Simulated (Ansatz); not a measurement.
A made-up structure of MgNH2, doublet:

N1  (-0.088, -1.135, 0.383)
Mg2  (0.244, 0.658, -0.206)
H3  (0.501, 2.265, 0.350)
H4  (0.749, 2.202, -0.695)
(Å)

It is relaxed with PBE-D4/def2-SVP and then PBE0-D4/def2-TZVP (Ansatz 0.2.0). Atoms count as bonded within 1.22 times the sum of their covalent radii (H–H: 0.88 Å). The end point is not checked to be a true minimum.

Question: Does its bonding change? (Judge from chemistry; the calculation decides.)

Answer: Computed: Yes. Formed: H3–H4; broken: Mg2–H3, Mg2–H4.

Where it ends: The first stage lowers the energy by 1.06 eV in 21 steps. It ends as a complex of MgN + H₂:
N1  (0.178, 0.086, -0.373)
Mg2  (-0.183, -1.802, -1.041)
H3  (0.639, 2.506, 0.497)
H4  (0.772, 3.201, 0.748)
(Å)

For scale, one of the runs: PBE0-D4/def2-TZVP relaxation, 75 basis functions, launched by `ansatz run in.yaml --threads 2 --pin off --events-out ev --progress --plain --max-ram 4352MiB`. The run took about 2.9 min on 2 CPU threads of an Arm Neoverse V2 (shared host).
